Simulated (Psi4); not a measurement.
# A workflow on Si3H7 (SMILES [SiH3][SiH][SiH3]), part 2 of 2

Psi4 1.11. Earlier steps stand in the parts before.

## 5. The singlet anion: a single-point energy at wB97X-D/def2-SVPD (density fitting) (run 4)

h7si3.py reads:

```python
import psi4

psi4.set_memory('1600 MB')
psi4.set_num_threads(1)
psi4.core.set_output_file('output.dat', False)

molecule = psi4.geometry("""
-1 1
Si
Si 1 2.335815
Si 2 2.335816 1 116.51098
H 1 1.490714 2 108.85495 3 -47.55044
H 1 1.490491 4 108.96318 2 120.19429
H 1 1.49332 5 108.43462 4 -117.92664
H 2 1.49461 1 112.83249 5 60.13118
H 3 1.490714 2 108.85528 7 -179.55981
H 3 1.49332 8 108.50786 2 121.92543
H 3 1.490491 8 108.96355 9 117.88075
symmetry c1
""")

e = psi4.energy('wb97x-d/def2-SVPD')
print('E =', round(e, 9))
for k, v in sorted(psi4.core.scalar_variables().items()):
    print(f'{k:45s} {v:18.10f}')
```

Run with:

```
$ python h7si3.py
```

output.dat:

```text
[...]
  Running in c1 symmetry.
[...]
  Nuclear repulsion =  181.037700625394052
[...]
  Multiplicity = 1
[...]
  Nalpha       = 25
  Nbeta        = 25
[...]
    Number of basis functions: 128
[...]
   @DF-RKS iter   1:  -872.31262211236788   -7.29256e-01   2.34395e-03 ADIIS/DIIS
[...]
   @DF-RKS iter   8:  -872.39897185561449   -1.84296e-07   4.76303e-07 DIIS
[...]
    Orbital Energies [Eh]
    ---------------------
    Doubly Occupied:
       1A    -66.098025     2A    -66.098000     3A    -66.032989
       4A     -5.229053     5A     -5.229035     6A     -5.166789
       7A     -3.577208     8A     -3.577204     9A     -3.576900
      10A     -3.576895    11A     -3.575993    12A     -3.575976
      13A     -3.515345    14A     -3.515203    15A     -3.511791
      16A     -0.485776    17A     -0.463273    18A     -0.364661
      19A     -0.282473    20A     -0.273821    21A     -0.273488
      22A     -0.268072    23A     -0.206555    24A     -0.172922
      25A     -0.047646
[...]
  @DF-RKS Final Energy:  -872.39897185561449
   => Energetics <=
    Nuclear Repulsion Energy =            181.0377006253940522
    One-Electron Energy =               -1577.1771648768381056
    Two-Electron Energy =                 570.8641456359835047
    DFT Exchange-Correlation Energy =     -47.1199261628835728
    Empirical Dispersion Energy =          -0.0037270772704571
    VV10 Nonlocal Energy =                  0.0000000000000000
    Total Energy =                       -872.3989718556144908
[...]
 Multipole Moments:
 ------------------------------------------------------------------------------------
     Multipole            Electronic (a.u.)      Nuclear  (a.u.)        Total (a.u.)
 ------------------------------------------------------------------------------------
 L = 1.  Multiply by 2.5417464519 to convert [e a0] to [Debye]
 Dipole X            :          0.6034185           -0.8112916           -0.2078731
 Dipole Y            :          1.0047549           -1.6060932           -0.6013383
 Dipole Z            :          0.6216242           -0.9936636           -0.3720394
 Magnitude           :                                                    0.7370429
[...]
```

On the terminal:

```text
E = -872.398971856
CURRENT ENERGY                                   -872.3989718556
CURRENT REFERENCE ENERGY                         -872.3989718556
DD SOLVATION ENERGY                                 0.0000000000
DFT FUNCTIONAL TOTAL ENERGY                      -872.3952447783
DFT TOTAL ENERGY                                 -872.3989718556
DFT VV10 ENERGY                                     0.0000000000
DFT XC ENERGY                                     -47.1199261629
DISPERSION CORRECTION ENERGY                       -0.0037270773
GRID ELECTRONS ALPHA                               24.9999995534
GRID ELECTRONS BETA                                24.9999995534
GRID ELECTRONS TOTAL                               49.9999991068
NUCLEAR REPULSION ENERGY                          181.0377006254
ONE-ELECTRON ENERGY                             -1577.1771648768
PCM POLARIZATION ENERGY                             0.0000000000
PE ENERGY                                           0.0000000000
SCF ITERATION ENERGY                             -872.3989718556
SCF ITERATIONS                                      8.0000000000
SCF TOTAL ENERGY                                 -872.3989718556
TWO-ELECTRON ENERGY                               570.8641456360
WB97X-D DISPERSION CORRECTION ENERGY               -0.0037270773
XC GRID RADIAL POINTS                              75.0000000000
XC GRID SPHERICAL POINTS                          302.0000000000
XC GRID TOTAL POINTS                           217117.0000000000
```

Run time: 9 s. Hardware: 1 thread of Intel Xeon 6975P-C (Granite Rapids), shared host; peak memory 1.1 GiB.

## 6. The singlet anion: a structure relaxation at wB97X-D/def2-SVPD (density fitting) (run 5)

h7si3.sdf reads:

```

     RDKit          3D

 10  9  0  0  0  0  0  0  0  0999 V2000
   -1.3331    0.8531   -1.2070 Si  0  0  0  0  0  4  0  0  0  0  0  0
    0.7318   -0.1282   -0.7282 Si  0  0  0  0  0  3  0  0  0  0  0  0
    0.9958   -1.0062    1.4202 Si  0  0  0  0  0  4  0  0  0  0  0  0
   -2.4184   -0.0637   -0.7557 H   0  0  0  0  0  0  0  0  0  0  0  0
   -1.4679    1.0780   -2.6743 H   0  0  0  0  0  0  0  0  0  0  0  0
   -1.4998    2.1638   -0.5111 H   0  0  0  0  0  0  0  0  0  0  0  0
    1.8884    0.7163   -1.1558 H   0  0  0  0  0  0  0  0  0  0  0  0
   -0.1964   -1.8377    1.7507 H   0  0  0  0  0  0  0  0  0  0  0  0
    1.1232    0.0696    2.4480 H   0  0  0  0  0  0  0  0  0  0  0  0
    2.2148   -1.8619    1.4799 H   0  0  0  0  0  0  0  0  0  0  0  0
  2  1  1  0
  3  2  1  0
  4  1  1  0
  5  1  1  0
  6  1  1  0
  7  2  1  0
  8  3  1  0
  9  3  1  0
 10  3  1  0
M  CHG  1   2  -1
M  END
$$$$
```

run.py reads:

```python
import psi4
from rdkit import Chem

psi4.set_memory(1600000000)
psi4.set_num_threads(1)
psi4.set_output_file('h7si3.out', False)

rd = Chem.SDMolSupplier('h7si3.sdf', removeHs=False, sanitize=False)[0]
xyz = rd.GetConformer().GetPositions()
atoms = '\n'.join(f'{a.GetSymbol()} {x:.4f} {y:.4f} {z:.4f}' for a, (x, y, z) in zip(rd.GetAtoms(), xyz))
m = psi4.geometry('-1 1\n' + atoms + '\nsymmetry c1')

psi4.set_options(dict(basis='def2-SVPD', geom_maxiter=50))

E, wfn = psi4.optimize('wb97x-d', return_wfn=True)
print('E =', round(E, 9))
print(m.to_string(dtype='xyz', units='Angstrom'))
```

Run with:

```
$ python run.py
```

h7si3.out:

```text
[...]
  Running in c1 symmetry.
[...]
  Nuclear repulsion =  181.037365279508208
[...]
  Multiplicity = 1
[...]
  Nalpha       = 25
  Nbeta        = 25
[...]
    Number of basis functions: 128
[...]
   @DF-RKS iter   1:  -872.31261173621874   -7.29241e-01   2.34397e-03 ADIIS/DIIS
[...]
   @DF-RKS iter   6:  -872.42546128843901   -2.08047e-11   7.35041e-09 DIIS
[...]
  @DF-RKS Final Energy:  -872.42546128843901
   => Energetics <=
    Nuclear Repulsion Energy =            184.2450268096514492
    One-Electron Energy =               -1583.5991700648705773
    Two-Electron Energy =                 574.0342963135141190
    DFT Exchange-Correlation Energy =     -47.1017454129613213
    Empirical Dispersion Energy =          -0.0038689337725414
    VV10 Nonlocal Energy =                  0.0000000000000000
    Total Energy =                       -872.4254612884390099
[...]
 Multipole Moments:
 ------------------------------------------------------------------------------------
     Multipole            Electronic (a.u.)      Nuclear  (a.u.)        Total (a.u.)
 ------------------------------------------------------------------------------------
 L = 1.  Multiply by 2.5417464519 to convert [e a0] to [Debye]
 Dipole X            :          1.3852571           -1.6283513           -0.2430943
 Dipole Y            :         -1.9161793            2.1353379            0.2191586
 Dipole Z            :         -2.5841112            2.9547109            0.3705997
 Magnitude           :                                                    0.4944386
[...]
  -Total Gradient:
     Atom            X                  Y                   Z
    ------   -----------------  -----------------  -----------------
       1        0.000007744270    -0.000069667271    -0.000072803696
       2        0.000007174169    -0.000092808456    -0.000072058465
       3        0.000020615195    -0.000079956035    -0.000058263888
       4        0.000011120188    -0.000029205369    -0.000045067237
       5        0.000034941887    -0.000104569273    -0.000083641328
       6        0.000070527412    -0.000054769836    -0.000086987315
       7        0.000005360189    -0.000139884252    -0.000103717759
       8        0.000022400309    -0.000038203212    -0.000032337189
       9        0.000059444039    -0.000045919808    -0.000099490762
      10        0.000018406742    -0.000091364480    -0.000102308989
[...]
```

Standard output:

```text
Optimizer: Optimization complete!
E = -872.425461288
10
-1 1 H7Si3
Si                   -1.311649188049     0.955539248771    -0.786833987745
Si                    0.650016516995    -0.367866877822    -0.836572674784
Si                    0.724256568989    -0.669794195361     1.509773008168
H                    -2.553654121439     0.151240564834    -0.485793112226
H                    -1.624513606811     1.580608647738    -2.127360702255
H                    -1.421254250689     2.125959945017     0.164747391214
H                     1.596636258940     0.841988510673    -0.819507211153
H                    -0.338826373777    -1.616932082217     2.012647369865
H                     0.594416062217     0.516781399128     2.438527421877
H                     2.008775039986    -1.319969288163     1.971175672739
```

Run time: 94 s. Hardware: 1 thread of Intel Xeon 6975P-C (Granite Rapids), shared host; peak memory 1.2 GiB.

Step by step:

```
step  energy from the first frame kept (eV)  largest force (eV/Å)
   0                                 0.0000                1.7052
   1                                -0.4100                1.2722
   2                                -0.6713                0.4203
   3                                -0.7004                0.2858
   4                                -0.7149                0.0942
   5                                -0.7146                0.2928
   6                                -0.7121                0.1816
   7                                -0.7184                0.0701
   8                                -0.7210                0.0133
   9                                -0.7211                0.0090
```

After the run. Bond lengths: Si1–Si2 2.367 Å, Si2–Si3 2.367 Å, Si1–H4 1.510 Å, Si1–H5 1.512 Å, Si1–H6 1.512 Å, Si2–H7 1.536 Å, Si3–H8 1.510 Å, Si3–H9 1.512 Å, Si3–H10 1.512 Å. Some angles: Si1–Si2–Si3 94.4°, Si1–Si2–H7 94.0°, Si3–Si2–H7 94.0°, Si2–Si1–H4 112.8°, Si2–Si1–H5 112.6°, Si2–Si1–H6 120.4°, Si2–Si3–H8 112.8°, Si2–Si3–H9 120.4°, Si2–Si3–H10 112.6°, H4–Si1–H5 103.1°.

## 7. Results

This closing draws on all 2 parts.

```
                                                                   quantity          value
                        run 1, U-wB97X-D/def2-SVPD: total energy at the end  -872.35067 Eh
                                  run 1, U-wB97X-D/def2-SVPD: dipole moment         0.06 D
             run 1, U-wB97X-D/def2-SVPD: HOMO energy (highest over α and β)       -7.79 eV
              run 1, U-wB97X-D/def2-SVPD: LUMO energy (lowest over α and β)       -1.48 eV
                              run 1, U-wB97X-D/def2-SVPD: dispersion energy   -9.79 kJ/mol
                                           run 1, U-wB97X-D/def2-SVPD: ⟨S²⟩          0.754
                                        singlet cation, run 2: total energy  -872.05730 Eh
                                         singlet cation, run 2: HOMO energy      -15.48 eV
                                         singlet cation, run 2: LUMO energy       -8.05 eV
                                       singlet cation, run 2: HOMO–LUMO gap        7.43 eV
                                   singlet cation, run 2: dispersion energy   -9.79 kJ/mol
                             singlet cation, run 3: total energy at the end  -872.07909 Eh
                                         singlet cation, run 3: HOMO energy      -15.12 eV
                                         singlet cation, run 3: LUMO energy       -7.15 eV
                                       singlet cation, run 3: HOMO–LUMO gap        7.98 eV
                                   singlet cation, run 3: dispersion energy   -9.25 kJ/mol
                                         singlet anion, run 4: total energy  -872.39897 Eh
                                          singlet anion, run 4: HOMO energy       -1.30 eV
                                          singlet anion, run 4: LUMO energy        5.35 eV
singlet anion, run 4: HOMO–LUMO gap (to an unbound level, set by the basis)        6.64 eV
                                    singlet anion, run 4: dispersion energy   -9.79 kJ/mol
                              singlet anion, run 5: total energy at the end  -872.42546 Eh
                                          singlet anion, run 5: HOMO energy       -2.72 eV
                                          singlet anion, run 5: LUMO energy        5.51 eV
singlet anion, run 5: HOMO–LUMO gap (to an unbound level, set by the basis)        8.23 eV
                                    singlet anion, run 5: dispersion energy  -10.16 kJ/mol
     adiabatic electron affinity (to the singlet anion, no zero-point term)       2.035 eV
    adiabatic ionisation energy (to the singlet cation, no zero-point term)       7.390 eV
```

The adiabatic electron affinity (to the singlet anion, no zero-point term) is 2.04 eV (47 kcal/mol). The adiabatic ionisation energy (to the singlet cation, no zero-point term) is 7.39 eV (713 kJ/mol). The optimisation (run 1, U-wB97X-D/def2-SVPD) took 5 steps and changed the energy by -0.002 eV. The optimisation (singlet cation, run 3) took 18 steps and changed the energy by -0.593 eV. The optimisation (singlet anion, run 5) took 10 steps and changed the energy by -0.721 eV.
